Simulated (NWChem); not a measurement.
System: isobutane (C4H10); SMILES CC(C)C

Computed with NWChem. The geometry was optimised at B3LYP/6-31G* (spherical d). Level: B3LYP/def2-SVP with SMD (1 M gas to 1 M solution), gas-phase geometry.

| solvent | dielectric constant | solvation free energy (kcal/mol) | cavity-dispersion-structure term (kcal/mol) | dipole in solution (D) |
|---|---|---|---|---|
| water | 78.4 | 2.5 | 3.0 | 0.11 |
| cyclohexanone | 15.6 | -1.1 | -0.7 | 0.11 |
| acetonitrile | 35.7 | -1.4 | -0.9 | 0.11 |
| ethanol | 24.9 | -1.5 | -1.0 | 0.11 |
| n-hexane | 1.88 | -2.4 | -2.1 | 0.10 |
| acetone | 20.5 | -1.7 | -1.3 | 0.11 |
| dimethyl sulfoxide | 46.8 | ___ | ___ | 0.11 |

Problem. Complete the blanks.

Solution. 
- dimethyl sulfoxide, solvation free energy (kcal/mol): -0.2
- dimethyl sulfoxide, cavity-dispersion-structure term (kcal/mol): 0.3
